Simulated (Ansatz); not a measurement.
A nudged elastic band was laid between two geometries of BH4N + H3P (10 atoms, charge 0, multiplicity 1).

Method: RKS B3LYP/def2-SVP (Ansatz 0.2.0).

```json
{
  "movable images": "5",
  "climbing image": "yes",
  "spring": "5.0 eV/Å²",
  "optimiser": "quadratic models (default)",
  "start path": "through a guess of the saddle point",
  "force threshold": "0.05 eV/Å",
  "iteration limit": "60",
  "end points": "relaxed"
}
```

First end point:

```xyz
10
Properties=species:S:1:pos:R:3
B 0.284 -1.233 0.153
N 0.133 -0.555 1.359
H -0.769 -0.330 1.765
H 0.914 -0.251 1.931
H 1.397 -1.468 -0.254
H -0.701 -1.568 -0.460
P -0.558 3.731 1.205
H -1.962 3.489 1.086
H -0.598 3.702 2.635
H -0.232 2.342 1.107
```

Last end point:

```xyz
10
Properties=species:S:1:pos:R:3
B 0.010 0.501 0.277
N -0.305 -0.071 1.786
H -0.214 -1.092 1.830
H 0.339 0.332 2.473
H 1.157 0.165 0.032
H -0.809 -0.030 -0.453
P -0.171 2.466 0.216
H -1.431 2.606 0.895
H 0.587 2.807 1.390
H -1.254 0.174 2.080
```

Problem. Which bonds break or form, and what moves?

Solution. Bonds broken: P7–H10. Bonds formed: B1–P7, N2–H10. BH4N + H3P becomes BH7NP.

Problem. Give the energies along the band, and the barrier.

Solution. The run converged. The highest image is number 4 of 0 to 6, 1.88 eV above the first end and 1.67 eV above the last; the last end lies 0.21 eV above the first. Neighbouring images differ by up to 1.7 eV, so the band resolves the path poorly. A vibrational analysis at the climbing image gives one clearly imaginary mode, 1339i cm⁻¹: a first-order saddle point. The orbitals stay closed-shell, which can raise the energy where a bond breaks towards radicals; this wasn't checked here.

| image | path coordinate (Å) | energy (eV) | P7–H10 (Å) | B1–P7 (Å) | N2–H10 (Å) |
| --- | --- | --- | --- | --- | --- |
| 0 | 0.00 | 0.00 | 1.43 | 5.14 | 2.93 |
| 1 | 1.32 | 0.01 | 1.43 | 4.63 | 3.04 |
| 2 | 2.63 | 0.03 | 1.43 | 4.11 | 2.96 |
| 3 | 3.95 | 0.21 | 1.42 | 3.18 | 2.39 |
| 4 | 5.27 | 1.88 | 1.73 | 2.23 | 1.41 |
| 5 | 6.42 | 0.29 | 2.80 | 1.98 | 1.02 |
| 6 | 7.58 | 0.21 | 3.15 | 1.97 | 1.02 |

Problem. What is the geometry of the highest image?

Solution. 
```xyz
10
Properties=species:S:1:pos:R:3
B 0.062 0.171 0.407
N -0.122 -0.200 1.899
H -0.898 -0.801 2.158
H 0.705 -0.356 2.467
H 1.207 0.232 0.025
H -0.783 -0.268 -0.336
P -0.452 2.332 0.273
H -1.723 2.567 0.884
H 0.301 3.057 1.248
H -0.388 1.122 1.501
```

The band took 26 iterations and of the order of 6 core-minutes.

The run took 6.3 min on 1 thread of Arm Neoverse V1, with other jobs on the host, peak memory 0.15 GiB.
